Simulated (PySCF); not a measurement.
Compound: 1,2,4-thiadiazole, C₂H₂N₂S.
Cartesian coordinates in Å at the PBE0-D3(BJ)/def2-SVP level; atoms count from 1:
```xyz
7
C2H2N2S angstrom
C     -0.939   -0.249   -0.295
N      0.244   -0.914   -0.186
C      1.096   -0.141    0.424
S      0.410    1.379    0.841
N     -1.052    0.964    0.182
H     -1.795   -0.724   -0.783
H      2.129   -0.417    0.648
```

Method: core-valence-separated Tamm–Dancoff BHandHLYP/aug-pcX-1 (pcseg-1 on H, def2-SVPD on S) in PySCF, non-relativistic, gas phase, PBE0-D3(BJ)/def2-SVP geometry. Absolute energies from this functional tend to lie a few eV below measured edges; no shift was applied.

The lowest roots of each edge with f over 0.003 (five at most, numbered afresh; weaker and dark ones are left out), with transition dipoles (au) in the frame of the coordinates:

```csv
root,edge,E (eV),f,μx,μy,μz
1,C,283.44,0.0679,0.0288,0.0370,-0.0871
2,C,283.97,0.0672,-0.0288,-0.0367,0.0865
3,C,286.96,0.0082,-0.0100,-0.0129,0.0301
4,C,287.13,0.0283,0.0065,-0.0588,-0.0229
5,C,287.82,0.0109,-0.0375,0.0082,-0.0089
6,N,396.98,0.0499,0.0209,0.0267,-0.0630
7,N,397.03,0.0597,0.0228,0.0292,-0.0690
8,N,399.11,0.0443,0.0559,0.0241,0.0287
9,N,399.81,0.0087,-0.0086,-0.0112,0.0263
10,N,401.04,0.0111,-0.0232,-0.0187,-0.0156
```

Q: What is the unit vector of the normal of the molecular plane, and which share of each root's |μ|² lies along it?

A: (0.29, 0.37, -0.88), up to sign.

| root | core hole on | share along it | final orbital under reflection in the plane |
| --- | --- | --- | --- |
| 1 | C3 | 1.00 | odd |
| 2 | C1 | 1.00 | odd |
| 3 | C1 | 1.00 | odd |
| 4 | C3 | 0.00 | even |
| 5 | C1 | 0.00 | even |
| 6 | N2 | 1.00 | odd |
| 7 | N5 | 1.00 | odd |
| 8 | N5 | 0.00 | even |
| 9 | N2 | 1.00 | odd |
| 10 | N2 | 0.00 | even |

The 1s orbitals of atoms in the plane are even under the reflection, so light polarised along the normal reaches odd orbitals alone (the out-of-plane π set) and light polarised in the plane even ones.

Q: For fixed molecules, how does the intensity of root 1 change when the electric field is turned 20° away from the normal of the molecular plane?

A: Intensity goes as (E·μ)², and μ lies along that direction, so it falls to cos²20° = 0.88 of its maximum; it vanishes at 90°.

Q: Molecules are fixed in this frame and the field points along (0, 1, 1)/√2. What effective strengths 3 f cos²θ do the roots have (θ between field and μ)?

A: root 1 (C3): 0.026, root 2 (C1): 0.026, root 3 (C1): 0.003, root 4 (C3): 0.070, root 5 (C1): 0.000, root 6 (N2): 0.019, root 7 (N5): 0.023, root 8 (N5): 0.041, root 9 (N2): 0.003, root 10 (N2): 0.017. Root 4 is the strongest. Averaged over all orientations cos²θ is 1/3, which gives f back.

Time: 14 s of wall time; peak memory 0.69 GiB. Hardware: one thread, Arm Neoverse N1 (aarch64) (shared host).
